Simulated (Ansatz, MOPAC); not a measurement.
## Zinc-blende ZnS: properties by level of theory

Reference values: lattice constant a 5.41 Å (measured, room temperature, no zero-point or thermal correction; as tabulated in Albrecht et al. (1997), arXiv:cond-mat/9706128); bulk modulus 77.1 GPa (measured, temperature not stated, not corrected to a static lattice, our sources range from 74.5 to 77.1; as tabulated in Toher et al. (2017), arXiv:1611.05714).

```json
[
 {"level (code)": "PM3 semi-empirical Hartree-Fock (MOPAC)", "lattice parameter a (Å)": "5.587", "bulk modulus B0 (GPa)": "123"},
 {"level (code)": "LDA (Ansatz)", "lattice parameter a (Å)": "[?]", "bulk modulus B0 (GPa)": "86.5"},
 {"level (code)": "B3LYP (VWN-RPA form) (Ansatz)", "lattice parameter a (Å)": "5.495", "bulk modulus B0 (GPa)": "68.3"},
 {"level (code)": "r²SCANh (Ansatz)", "lattice parameter a (Å)": "5.391", "bulk modulus B0 (GPa)": "79.6"}
]
```

Question: What belongs in the gaps?

Answer: 
- LDA (Ansatz, a quantum-chemistry and plane-wave program), lattice parameter a (Å): 5.296

Differences from the reference values (errors of the level alone only where the reference is corrected to a static lattice):

```tsv
level	lattice constant a (%)	bulk modulus (%)
PM3 semi-empirical Hartree-Fock (MOPAC)	+3.27	+60
LDA	-2.11	+12.2
B3LYP (VWN-RPA form)	+1.57	-11.4
r²SCANh	-0.35	+3.2
```

Nearest: lattice constant a, not ranked (reference at room or unstated temperature); bulk modulus, not ranked (reference at room or unstated temperature).

Caveats: the method was fitted mainly to molecules (PM3 semi-empirical Hartree-Fock (MOPAC)); the run uses a supercell at the zone centre in place of a k mesh (PM3 semi-empirical Hartree-Fock (MOPAC)). Ansatz's density-functional and Hartree–Fock values are scalar-relativistic unless marked +SOC, with PAW data made under PBE.

Differences are worked out from the printed values.
